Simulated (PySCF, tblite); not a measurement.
## Complex of fluorosilane and fluoride

A gas-phase complex of fluorosilane and fluoride; charge -1, singlet. The structure comes from a short search (6 tight-binding starts) and was relaxed by PBE0-D3(BJ)/def2-TZVPD; another way of binding may lie lower. Frequencies by PBE0-D3(BJ)/def2-TZVPD show no clear imaginary mode.

```json
{"part": "1", "name": "fluorosilane", "SMILES": "F[SiH3]", "atoms": "1–5", "charge": "0", "multiplicity": "1"}
{"part": "2", "name": "fluoride", "SMILES": "[F-]", "atoms": "6", "charge": "-1", "multiplicity": "1"}
```

Coordinates in Å:
```
Si1     0.339   -0.309    0.087
F2     -0.136    1.363    0.078
H3      0.995   -0.115    1.431
H4      1.133   -0.091   -1.177
H5     -1.109   -0.722    0.007
F6      0.816   -1.981    0.096
```

Contacts between parts, classed by geometry: Si1···F6 1.739 Å (bond).

The parts are joined by the bond Si1–F6, so these are energies of forming such bonds; deforming the relaxed parts to their shape in the adduct costs 25.7 kcal/mol, which the interaction energies leave out.

Interaction energies are complex less parts, with the parts frozen as they stand in it; counterpoise-corrected, in kcal/mol (PySCF). The CCSD(T) estimate is Hartree-Fock/aug-cc-pVQZ, plus the MP2 correlation part extrapolated as X⁻³ from aug-cc-pVTZ and aug-cc-pVQZ, plus CCSD(T) less MP2 in aug-cc-pVDZ; noble-gas cores are frozen. It isn't the exact limit.

| level | interaction | superposition error removed |
| --- | --- | --- |
| Hartree-Fock/aug-cc-pVQZ | -83.32 | - |
| wB97M-D3(BJ)/def2-TZVPD | -80.51 | -0.22 |
| PBE0-D3(BJ)/def2-TZVPD | -81.55 | -0.28 |
| MP2/aug-cc-pVQZ | -81.00 | -0.86 |

**Question.** What does CCSD(T) at its estimated basis limit give, and which of these levels comes nearest?

**Answer.** -81.71 kcal/mol. PBE0-D3(BJ)/def2-TZVPD is nearest, off by +0.16; the errors are Hartree-Fock/aug-cc-pVQZ -1.61, wB97M-D3(BJ)/def2-TZVPD +1.20, PBE0-D3(BJ)/def2-TZVPD +0.16, MP2/aug-cc-pVQZ +0.71.

**Question.** What holds them together? Decompose the wB97M-D3(BJ)/def2-TZVPD energy: frozen parts, their antisymmetrised product, then relaxation.

**Answer.** electrostatic -147.5, Pauli repulsion +167.8, orbital relaxation -100.4, dispersion correction -0.7 kcal/mol, which sum to the value before the counterpoise correction; the Pauli term holds the exchange-correlation of the frozen density too. Of the attraction, 59 % is electrostatic, 40 % is orbital relaxation, 0 % is dispersion correction.

The parts were also relaxed and run alone, at the levels used for the complex: shieldings by PBE0/aug-pcSseg-2; core levels by delta-SCF with SCAN, aug-pcX-2 on the ionised atom and aug-pcseg-1 elsewhere, spin-free X2C (2p3/2 is the spin-free 2p value less a third of a first-order spin-orbit splitting).

Values alone: shielding of Si1 (ppm): 358.3; shielding of F6 (ppm): 479.9; Si1 2p3/2 core level (eV): 108.44; F6 1s core level (eV): 680.05.

**Question.** What does binding change?

**Answer.** 
| property | alone | in the complex | change |
| --- | --- | --- | --- |
| shielding of Si1 (ppm) | 358.3 | 435.8 | +77.6 |
| shielding of F6 (ppm) | 479.9 | 281.6 | -198.3 |
| Si1 2p3/2 core level (eV) | 108.44 | 101.77 | -6.67 |
| F6 1s core level (eV) | 680.05 | 685.00 | +4.96 |

The 6 runs behind this took 11 min in all, one thread each of Arm Neoverse N1 on a shared host, launched as `OMP_NUM_THREADS=1 python cluster_run.py task.json out`.
